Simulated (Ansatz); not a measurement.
# C₂HClF+: an energy map over bond length C2–C3 and angle C2–C3–Cl4

A grid of calculations on C₂HClF, SMILES F[C+]=CCl, charge +1, to see where the energy is lowest and how it rises around there.

Method: RKS r2SCAN-D4/def2-TZVP; program: Ansatz 0.2.0.

## (1) Where the work starts

SMILES `F[C+]=CCl`, 5 atoms, charge 1, spin multiplicity 1.

Atoms are counted from 1 here; the program's logs count them from 0.

Bond lengths: F1–C2 1.227 Å, C2–C3 1.295 Å, C3–Cl4 1.676 Å, C3–H5 1.135 Å. Angles: F1–C2–C3 170.4°, C2–C3–Cl4 138.5°, C2–C3–H5 102.9°, Cl4–C3–H5 118.6°.

Coordinates:

```xyz
5

F     0.3288   -1.0395    1.7398
C     0.0273   -0.4328    0.7169
C    -0.0767    0.2324   -0.3895
Cl   -1.2837    0.7932   -1.4079
H     1.0044    0.4467   -0.6593
```

This geometry comes from a loose relaxation at PBE in a small basis, which is not shown.

## (2) Geometry optimisation

The input, input.yaml:

```yaml
crystal:
  periodic: [false, false, false]
  atoms:
    - { symbol: F, position_ang: [0.328776, -1.039517, 1.739751] }
    - { symbol: C, position_ang: [0.027316, -0.432773, 0.716883] }
    - { symbol: C, position_ang: [-0.07674, 0.232392, -0.389459] }
    - { symbol: Cl, position_ang: [-1.283716, 0.793246, -1.407853] }
    - { symbol: H, position_ang: [1.004375, 0.446652, -0.659323] }
total_charge: 1
basis:
  gaussian: { orbitals: def2-TZVP }
hamiltonian:
  xc: r2scan
  dispersion: d4
output:
  forces: true
relax:
  f_tol: 0.003
  max_steps: 120
```

Run with:

```sh
ansatz run input.yaml --threads 1 --pin off --max-ram 2560MiB --backend cpu --events-out ev --progress --plain --runs-dir out
```

Log:

```text
Warning: RAYON_NUM_THREADS=1 ignored (pool sized by the plan → 1); use --threads N
The last accepted step is kept in <dir> (removed where the run ends without a failure and the disk answers)
Engine: ansatz 0.2.0, x86_64-unknown-linux-gnu
Functional definition: r2SCAN
  parameter k0 = 0.174
  parameter k1 = 0.065
  parameter a1 = 4.9479
  exchange = r2scan_x(k0 = k0, k1 = k1, a1 = a1)
  correlation = r2scan_c
816 factors; their error is unknown
mean field evaluation 1: about -17309.2137 eV, gradient 6.1e1 eV
mean field evaluation 2: about -17302.2901 eV, gradient 8.0e1 eV
mean field evaluation 4: about -17316.1032 eV, gradient 7.3e0 eV
mean field evaluation 8: about -17316.2516 eV, gradient 2.4e-1 eV
mean field evaluation 16: about -17316.2368 eV, gradient 4.0e-4 eV
mean field -17316.23682334 eV, -636.3599658909 hartree, gradient 7.5e-6 eV, S^2 0.000000; 0 other end points of the search recorded, 0 dependent functions left out
the calculation of the forces begins
reference -17316.23683101 eV, -636.3599661727 hartree; 19, 19 occupied and 117, 117 virtual orbitals, 816 factors
relax step   1: F+E_penalty+E_count = -17316.25306052 eV  Δ(F+E_penalty+E_count) = +0.000e0 eV  max|allowed force component| = 6.427e-1 eV/Å  Δτ_max = 0.0000 Å  (31 SCF iters, accepted)
these checks for a lower state are left out or cut short: starts, cluster_reference, orbital_swaps, neighbouring_geometries, increment
816 factors; their error is unknown
mean field -17316.26216436 eV, -636.3608971562 hartree, gradient 1.6e-5 eV, S^2 0.000000; 0 other end points of the search recorded, 0 dependent functions left out
the calculation of the forces begins
reference -17316.26217200 eV, -636.3608974369 hartree; 19, 19 occupied and 117, 117 virtual orbitals, 816 factors
relax step   2: F+E_penalty+E_count = -17316.27844747 eV  Δ(F+E_penalty+E_count) = -2.539e-2 eV  max|allowed force component| = 2.084e-1 eV/Å  Δτ_max = 0.0187 Å  (36 SCF iters, accepted)
these checks for a lower state are left out or cut short: starts, cluster_reference, orbital_swaps, neighbouring_geometries, increment
816 factors; their error is unknown
mean field evaluation 32: about -17316.2654 eV, gradient 4.7e-3 eV
mean field -17316.26541643 eV, -636.3610166674 hartree, gradient 1.5e-5 eV, S^2 0.000000; 0 other end points of the search recorded, 0 dependent functions left out
the calculation of the forces begins
reference -17316.26542405 eV, -636.3610169477 hartree; 19, 19 occupied and 117, 117 virtual orbitals, 816 factors
relax step   3: F+E_penalty+E_count = -17316.28172181 eV  Δ(F+E_penalty+E_count) = -3.274e-3 eV  max|allowed force component| = 8.994e-2 eV/Å  Δτ_max = 0.0122 Å  (35 SCF iters, accepted)
these checks for a lower state are left out or cut short: starts, cluster_reference, orbital_swaps, neighbouring_geometries, increment
816 factors; their error is unknown
mean field -17316.26641098 eV, -636.3610532166 hartree, gradient 1.5e-5 eV, S^2 0.000000; 0 other end points of the search recorded, 0 dependent functions left out
the calculation of the forces begins
reference -17316.26641861 eV, -636.3610534968 hartree; 19, 19 occupied and 117, 117 virtual orbitals, 816 factors
relax step   4: F+E_penalty+E_count = -17316.28272119 eV  Δ(F+E_penalty+E_count) = -9.994e-4 eV  max|allowed force component| = 8.075e-2 eV/Å  Δτ_max = 0.0062 Å  (36 SCF iters, accepted)
these checks for a lower state are left out or cut short: starts, cluster_reference, orbital_swaps, neighbouring_geometries, increment
816 factors; their error is unknown
mean field -17316.24696004 eV, -636.3603384077 hartree, gradient 1.4e-5 eV, S^2 0.000000; 0 other end points of the search recorded, 0 dependent functions left out
the calculation of the forces begins
reference -17316.24696764 eV, -636.3603386869 hartree; 19, 19 occupied and 117, 117 virtual orbitals, 816 factors
relax step   5: F+E_penalty+E_count = -17316.26333513 eV  Δ(F+E_penalty+E_count) = +1.939e-2 eV  max|allowed force component| = 4.521e-1 eV/Å  Δτ_max = 0.1015 Å  (40 SCF iters, rejected (line search))
these checks for a lower state are left out or cut short: starts, cluster_reference, orbital_swaps, neighbouring_geometries, increment
816 factors; their error is unknown
mean field -17316.27283700 eV, -636.3612893686 hartree, gradient 1.3e-5 eV, S^2 0.000000; 0 other end points of the search recorded, 0 dependent functions left out
the calculation of the forces begins
reference -17316.27284461 eV, -636.3612896482 hartree; 19, 19 occupied and 117, 117 virtual orbitals, 816 factors
relax step   6: F+E_penalty+E_count = -17316.28917724 eV  Δ(F+E_penalty+E_count) = -6.456e-3 eV  max|allowed force component| = 5.607e-2 eV/Å  Δτ_max = 0.0507 Å  (33 SCF iters, accepted)
these checks for a lower state are left out or cut short: starts, cluster_reference, orbital_swaps, neighbouring_geometries, increment
816 factors; their error is unknown
mean field evaluation 64: about -17316.2805 eV, gradient 2.5e-5 eV
mean field -17316.28054529 eV, -636.3615726430 hartree, gradient 2.5e-5 eV, S^2 0.000000; 0 other end points of the search recorded, 0 dependent functions left out
the calculation of the forces begins
reference -17316.28055288 eV, -636.3615729217 hartree; 19, 19 occupied and 117, 117 virtual orbitals, 816 factors
relax step   7: F+E_penalty+E_count = -17316.29694926 eV  Δ(F+E_penalty+E_count) = -7.772e-3 eV  max|allowed force component| = 3.955e-1 eV/Å  Δτ_max = 0.0979 Å  (39 SCF iters, accepted)
these checks for a lower state are left out or cut short: starts, cluster_reference, orbital_swaps, neighbouring_geometries, increment
816 factors; their error is unknown
mean field -17316.28678531 eV, -636.3618019593 hartree, gradient 2.6e-5 eV, S^2 0.000000; 0 other end points of the search recorded, 0 dependent functions left out
the calculation of the forces begins
reference -17316.28679290 eV, -636.3618022385 hartree; 19, 19 occupied and 117, 117 virtual orbitals, 816 factors
relax step   8: F+E_penalty+E_count = -17316.30326201 eV  Δ(F+E_penalty+E_count) = -6.313e-3 eV  max|allowed force component| = 6.216e-1 eV/Å  Δτ_max = 0.0795 Å  (40 SCF iters, accepted)
these checks for a lower state are left out or cut short: starts, cluster_reference, orbital_swaps, neighbouring_geometries, increment
816 factors; their error is unknown
mean field -17316.27937600 eV, -636.3615296723 hartree, gradient 1.2e-5 eV, S^2 0.000000; 0 other end points of the search recorded, 0 dependent functions left out
the calculation of the forces begins
reference -17316.27938366 eV, -636.3615299538 hartree; 19, 19 occupied and 117, 117 virtual orbitals, 816 factors
relax step   9: F+E_penalty+E_count = -17316.29593060 eV  Δ(F+E_penalty+E_count) = +7.331e-3 eV  max|allowed force component| = 8.272e-1 eV/Å  Δτ_max = 0.0901 Å  (41 SCF iters, rejected (line search))
these checks for a lower state are left out or cut short: starts, cluster_reference, orbital_swaps, neighbouring_geometries, increment
816 factors; their error is unknown
mean field -17316.29454138 eV, -636.3620869897 hartree, gradient 1.5e-5 eV, S^2 0.000000; 0 other end points of the search recorded, 0 dependent functions left out
the calculation of the forces begins
reference -17316.29454900 eV, -636.3620872697 hartree; 19, 19 occupied and 117, 117 virtual orbitals, 816 factors
relax step  10: F+E_penalty+E_count = -17316.31106748 eV  Δ(F+E_penalty+E_count) = -7.805e-3 eV  max|allowed force component| = 3.627e-1 eV/Å  Δτ_max = 0.0451 Å  (33 SCF iters, accepted)
these checks for a lower state are left out or cut short: starts, cluster_reference, orbital_swaps, neighbouring_geometries, increment
816 factors; their error is unknown
mean field -17316.30404127 eV, -636.3624361041 hartree, gradient 1.2e-5 eV, S^2 0.000000; 0 other end points of the search recorded, 0 dependent functions left out
the calculation of the forces begins
reference -17316.30404894 eV, -636.3624363863 hartree; 19, 19 occupied and 117, 117 virtual orbitals, 816 factors
relax step  11: F+E_penalty+E_count = -17316.32065780 eV  Δ(F+E_penalty+E_count) = -9.590e-3 eV  max|allowed force component| = 2.953e-1 eV/Å  Δτ_max = 0.0976 Å  (42 SCF iters, accepted)
these checks for a lower state are left out or cut short: starts, cluster_reference, orbital_swaps, neighbouring_geometries, increment
816 factors; their error is unknown
mean field evaluation 96: about -17316.1574 eV, gradient 7.4e0 eV
mean field -17316.30102405 eV, -636.3623252235 hartree, gradient 2.3e-5 eV, S^2 0.000000; 0 other end points of the search recorded, 0 dependent functions left out
the calculation of the forces begins
reference -17316.30103173 eV, -636.3623255057 hartree; 19, 19 occupied and 117, 117 virtual orbitals, 816 factors
relax step  12: F+E_penalty+E_count = -17316.31772025 eV  Δ(F+E_penalty+E_count) = +2.938e-3 eV  max|allowed force component| = 1.897e-1 eV/Å  Δτ_max = 0.0852 Å  (32 SCF iters, rejected (line search))
these checks for a lower state are left out or cut short: starts, cluster_reference, orbital_swaps, neighbouring_geometries, increment
816 factors; their error is unknown
mean field -17316.30695309 eV, -636.3625431116 hartree, gradient 1.3e-5 eV, S^2 0.000000; 0 other end points of the search recorded, 0 dependent functions left out
the calculation of the forces begins
reference -17316.30696076 eV, -636.3625433937 hartree; 19, 19 occupied and 117, 117 virtual orbitals, 816 factors
relax step  13: F+E_penalty+E_count = -17316.32361420 eV  Δ(F+E_penalty+E_count) = -2.956e-3 eV  max|allowed force component| = 6.602e-2 eV/Å  Δτ_max = 0.0426 Å  (33 SCF iters, accepted)
these checks for a lower state are left out or cut short: starts, cluster_reference, orbital_swaps, neighbouring_geometries, increment
816 factors; their error is unknown
mean field -17316.30714129 eV, -636.3625500280 hartree, gradient 1.2e-5 eV, S^2 0.000000; 0 other end points of the search recorded, 0 dependent functions left out
the calculation of the forces begins
reference -17316.30714897 eV, -636.3625503100 hartree; 19, 19 occupied and 117, 117 virtual orbitals, 816 factors
relax step  14: F+E_penalty+E_count = -17316.32381382 eV  Δ(F+E_penalty+E_count) = -1.996e-4 eV  max|allowed force component| = 7.317e-2 eV/Å  Δτ_max = 0.0103 Å  (34 SCF iters, accepted)
these checks for a lower state are left out or cut short: starts, cluster_reference, orbital_swaps, neighbouring_geometries, increment
816 factors; their error is unknown
mean field -17316.30725232 eV, -636.3625541082 hartree, gradient 1.2e-5 eV, S^2 0.000000; 0 other end points of the search recorded, 0 dependent functions left out
the calculation of the forces begins
reference -17316.30726000 eV, -636.3625543902 hartree; 19, 19 occupied and 117, 117 virtual orbitals, 816 factors
relax step  15: F+E_penalty+E_count = -17316.32393354 eV  Δ(F+E_penalty+E_count) = -1.197e-4 eV  max|allowed force component| = 3.045e-2 eV/Å  Δτ_max = 0.0118 Å  (35 SCF iters, accepted)
these checks for a lower state are left out or cut short: starts, cluster_reference, orbital_swaps, neighbouring_geometries, increment
816 factors; their error is unknown
mean field evaluation 128: about -17316.3074 eV, gradient 4.4e-3 eV
mean field -17316.30735555 eV, -636.3625579016 hartree, gradient 1.3e-5 eV, S^2 0.000000; 0 other end points of the search recorded, 0 dependent functions left out
the calculation of the forces begins
reference -17316.30736322 eV, -636.3625581838 hartree; 19, 19 occupied and 117, 117 virtual orbitals, 816 factors
relax step  16: F+E_penalty+E_count = -17316.32403148 eV  Δ(F+E_penalty+E_count) = -9.794e-5 eV  max|allowed force component| = 5.019e-2 eV/Å  Δτ_max = 0.0075 Å  (36 SCF iters, accepted)
these checks for a lower state are left out or cut short: starts, cluster_reference, orbital_swaps, neighbouring_geometries, increment
816 factors; their error is unknown
mean field -17316.30742502 eV, -636.3625604546 hartree, gradient 1.2e-5 eV, S^2 0.000000; 0 other end points of the search recorded, 0 dependent functions left out
the calculation of the forces begins
reference -17316.30743269 eV, -636.3625607367 hartree; 19, 19 occupied and 117, 117 virtual orbitals, 816 factors
relax step  17: F+E_penalty+E_count = -17316.32410372 eV  Δ(F+E_penalty+E_count) = -7.224e-5 eV  max|allowed force component| = 7.131e-3 eV/Å  Δτ_max = 0.0039 Å  (36 SCF iters, accepted)
these checks for a lower state are left out or cut short: starts, cluster_reference, orbital_swaps, neighbouring_geometries, increment
816 factors; their error is unknown
mean field -17316.30742549 eV, -636.3625604718 hartree, gradient 1.2e-5 eV, S^2 0.000000; 0 other end points of the search recorded, 0 dependent functions left out
the calculation of the forces begins
reference -17316.30743316 eV, -636.3625607539 hartree; 19, 19 occupied and 117, 117 virtual orbitals, 816 factors
relax step  18: F+E_penalty+E_count = -17316.32410489 eV  Δ(F+E_penalty+E_count) = -1.168e-6 eV  max|allowed force component| = 2.159e-3 eV/Å  Δτ_max = 0.0007 Å  (37 SCF iters, accepted)
816 factors; their error is unknown
mean field evaluation 160: about -17316.3240 eV, gradient 1.2e-1 eV
mean field -17316.30742549 eV, -636.3625604718 hartree, gradient 1.2e-5 eV, S^2 0.000000; 1 other end points of the search recorded, 0 dependent functions left out
the calculation of the forces begins
reference -17316.30743316 eV, -636.3625607539 hartree; 19, 19 occupied and 117, 117 virtual orbitals, 816 factors
Total energy: -17316.32411257 eV, -636.3631737108 hartree
Atom 0 at    -0.083858    -1.026429     1.689378 Å, force     0.000229     0.000354    -0.000476 eV/Å
Atom 1 at     0.109775    -0.400030     0.668491 Å, force    -0.000588    -0.001429     0.002159 eV/Å
Atom 2 at     0.211753     0.264451    -0.421920 Å, force    -0.000483     0.000940    -0.001557 eV/Å
Atom 3 at    -1.365888     0.565242    -1.029527 Å, force     0.000157    -0.000082     0.000157 eV/Å
Atom 4 at     1.128229     0.596766    -0.906423 Å, force     0.000686     0.000218    -0.000283 eV/Å
Dipole moment:     0.534771    -0.088477     0.183701 e Å
```

Wall time 45 s (1 thread of INTEL XEON PLATINUM 8581C at 2.30GHz (Emerald Rapids), shared host); peak memory 0.24 GiB.

Relaxation path: (the energy doesn't fall at every step)

```tsv
step	energy from step 1 (eV)	largest force component (eV/Å)
1	0.0000	0.6427
2	-0.0254	0.2084
3	-0.0287	0.0899
4	-0.0297	0.0808
5	-0.0103	0.4521
6	-0.0361	0.0561
7	-0.0439	0.3955
8	-0.0502	0.6216
9	-0.0429	0.8272
10	-0.0580	0.3627
11	-0.0676	0.2953
12	-0.0647	0.1897
13	-0.0706	0.0660
14	-0.0708	0.0732
15	-0.0709	0.0305
16	-0.0710	0.0502
17	-0.0710	0.0071
18	-0.0710	0.0022
```

Close pairs (by a distance rule), those that changed most:

```tsv
bond	before (Å)	after (Å)	change (Å)
C3–H5	1.135	1.089	-0.046
C3–Cl4	1.676	1.717	+0.041
C2–C3	1.295	1.281	-0.014
F1–C2	1.227	1.213	-0.014
```

## (3) Plan of the scan

The axes are (1) bond length C2–C3: 15 values from 1.127 to 1.601 Å; (2) angle C2–C3–Cl4: 15 values from 73.6 to 143.6 °.

Nothing else is relaxed (all other coordinates rigid). Energies count from the relaxed molecule at the same level.

Below, 3 of the grid's runs; all are launched alike.

(Part 1 of 2 ends here.)
